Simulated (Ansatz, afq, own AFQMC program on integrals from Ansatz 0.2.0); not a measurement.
AFQMC on a folder of integrals that Ansatz 0.2.0 wrote.

```yaml
crystal:
  periodic: [false, false, false]
  atoms:
    - {symbol: N, position_ang: [-0.267885, 0.692088, -0.355154]}
    - {symbol: Zn, position_ang: [0.595439, -0.852222, 0.323988]}
    - {symbol: H, position_ang: [-0.950139, 0.415017, -1.068347]}
    - {symbol: H, position_ang: [-0.832615, 1.120317, 0.385512]}
basis:
  gaussian: {orbitals: def2-TZVP}
magnetization: {spin_polarized: true, initial_magnetization: 1}
correlation: {method: ccsd_t, electrons: outside_noble_gas, hamiltonian_folder: ham}
```

```sh
$ ansatz run in.yaml --threads 1 --pin off --events-out ev --progress --plain --max-ram 16896MiB --backend cuda --devices 0, --max-vram 18GiB
```

Options of the walk:

```
--method phaseless --trial cisd --walkers 2800 --populations 20 --least-time 60 --time-step 0.005 --steps-per-block 50 --equilibration-blocks 40 --max-blocks 4000 --target-error 0.00026 --factor-cut 1e-05 --start spin_pure --seed 7891 --release-times 0.24,0.51,0.99,1.5 --release-step 0.03 --release-every 4 --taylor-order 6
```

Times are imaginary, in 1/Eh. The walk had a cap of 372 s. With eight or more populations the least sampling time is a fifth of least-time, and the error comes from their spread.

Log:

```
orbitals 81  electrons 10 9  factors 638 of 706
reference energy -1833.41157183 Eh
CCSD correlation -0.59299893 Eh in 14 cycles, weight of the determinant in the CISD state 0.8691
energy of the start -1834.003719 Eh
 block  time / (1/Eh)  mean weight  energy / Eh
     1     0.250  1.0000  -1834.001379
     2     0.500  0.9988  -1834.008815
     3     0.750  0.9996  -1834.013069
     4     1.000  1.0003  -1834.018226
     5     1.250  0.9999  -1834.019393
     9     2.250  0.9994  -1834.020948
    15     3.750  1.0000  -1834.020699
    23     5.750  0.9990  -1834.021735
    31     7.750  1.0012  -1834.024889
    39     9.750  0.9998  -1834.022168
    47    11.750  0.9995  -1834.025597
    55    13.750  1.0003  -1834.018214
    63    15.750  1.0004  -1834.021251
    71    17.750  1.0008  -1834.019538
    79    19.750  1.0005  -1834.021186
    87    21.750  0.9996  -1834.027070
    95    23.750  0.9999  -1834.021834
   103    25.750  1.0000  -1834.024128
error from the spread of 20 populations
released: time / (1/Eh)  energy / Eh  error  mean overlap
  0.24  -1834.022646  0.000338  0.9951
  0.51  -1834.023100  0.000411  0.9904
  0.99  -1834.023930  0.000526  0.9724
  1.50  -1834.023082  0.000519  0.9605
energy -1834.022428 +/- 0.000189 Eh
(rows thinned)
```

The run passed its tests (sampling time, drift between the halves within three errors, error under three times the target), which doesn't prove that it has relaxed, ending at its cap on processor time. The second half of the sampling lies below the first by 2.2 errors of their difference, so the energy may still be moving and its error bar be too small.

Against this walk (error 5.1 meV) on the same determinant: CCSD(T) 5.0 meV higher (within the noise). The error is statistical and leaves out the bias of the constraint. None of these is a sure reference here. The released energies are too noisy to show the bias of the constraint.

Cautions: constraint bias not in the error; no relativity below Rb; outer-core shells of the metal frozen.

The walk took 6.2 min on 1 × NVIDIA H100 80GB HBM3 with 2 threads of AMD EPYC 7R13 Processor (Zen 3), with other jobs on the host (the card was shared). The log's last line is the phaseless energy.
